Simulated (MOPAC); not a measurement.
MOPAC input (PM3):

```
PM3 FORCE THERMO(298,298) PRECISE LET UHF MS=0.5 GEO-OK AUX(PRECISION=9) THREADS=1
C3H2N

C    -0.06270220 1   -1.66923201 1    0.02228610 1
C     0.61075374 1   -0.54353660 1    0.01180124 1
C    -0.05839266 1    0.70978836 1   -0.01008888 1
H    -0.26915026 1   -2.71503049 1    0.03504510 1
H     1.71042665 1   -0.50735703 1    0.01922597 1
N    -0.59796046 1    1.73732791 1   -0.02797040 1
```

Which zero-point energy does it print?

22.55 kcal/mol, from the harmonic wavenumbers of PM3.
